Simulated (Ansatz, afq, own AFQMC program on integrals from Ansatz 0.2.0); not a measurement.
# Atomization energy of AlP$_{2}$H, singlet, worked out

```tsv
atom	x (Å)	y (Å)	z (Å)
Al	0.0000	0.0000	1.3474
P	0.0000	1.0474	-0.6343
P	0.0000	-1.0474	-0.6343
H	0.0000	0.0000	2.9168
```

Connectivity, by distances: AlH–P–P, closed to a ring.

Basis cc-pVDZ. Noble-gas cores (and the filled d shells of Ga–Kr and In–Xe) are frozen. AFQMC by an in-house program on the Cholesky factors that Ansatz 0.2.0 writes for its CCSD(T) run. ph-AFQMC/CISD is guided by a CISD state made of CCSD amplitudes; releasing the constraint for a short imaginary time cuts its bias at the price of noise, slowly where states lie close. Uncertainties: one standard error, sampling alone.

Total energies in eV. CBS is CCSD(T) at the limit of def2-TZVPP/QZVPP (extrapolated itself); the highest rung of each member is named.

Cautions: AlP₂H (singlet): restricted determinant unstable towards unrestricted (UHF 37 meV lower, ⟨S²⟩ 0.25), the released energies are still falling, so no released level is given (meV from the phaseless value at times in 1/Eh: -36 ± 27 at 0.24, -40 ± 27 at 0.51, -47 ± 27 at 0.99, -89 ± 23 at 1.62, -104 ± 32 at 2.40), though the last usable value meets CCSDT(Q) within the noise.

```json
{"member": "Al (doublet)", "count": "+1", "CCSD(T)/cc-pVDZ": "-6583.0131", "highest rung in cc-pVDZ": "-6583.0229", "which": "FCI", "CCSD(T)/CBS": "-6583.4221"}
{"member": "P (quartet)", "count": "+2", "CCSD(T)/cc-pVDZ": "-9273.4045", "highest rung in cc-pVDZ": "-9273.4147", "which": "FCI", "CCSD(T)/CBS": "-9274.5665"}
{"member": "H (doublet)", "count": "+1", "CCSD(T)/cc-pVDZ": "-13.5861", "highest rung in cc-pVDZ": "-13.5861", "which": "FCI", "CCSD(T)/CBS": "-13.6059"}
{"member": "AlP₂H, singlet", "count": "-1", "CCSD(T)/cc-pVDZ": "-25151.2448", "highest rung in cc-pVDZ": "-25151.3157", "which": "CCSDT(Q)", "CCSD(T)/CBS": "-25156.0555"}
```

Problem. Work out the best estimate of the atomization energy: the CCSD(T)/CBS difference plus the step from CCSD(T) to the highest rung.

Solution. Sums with the counts: CCSD(T)/CBS 9.8945 eV, highest rung 7.8773 eV, CCSD(T)/cc-pVDZ 7.8366 eV. The step is 7.8773 − 7.8366 = 0.0407 eV, so the best estimate is 9.8945 + (0.0407) = 9.9352 eV. The basis set is worth 2.058 eV of it. Zero-point, core-correlation and spin–orbit terms aren't in it. Past Ne the Hartree–Fock part of each CBS total tends to overshoot, since the cores don't follow the formula; that largely cancels in the difference.

Best estimates are given only where the step beyond CCSD(T) is under 0.3 eV and no member's determinant is very poor (T1 over 0.05, or 0.07 for open shells, ⟨S²⟩ too high by 0.3, two states mixed), so the hardest cases are missing from such tables.

CCSDT and higher add their correlation energy to the determinant of the CCSD(T) run, since their own runs factorise the integrals more tightly (a shift of under 2 meV). Each member of a difference takes its own highest rung, so a best estimate needn't equal the limit plus the step of one row.
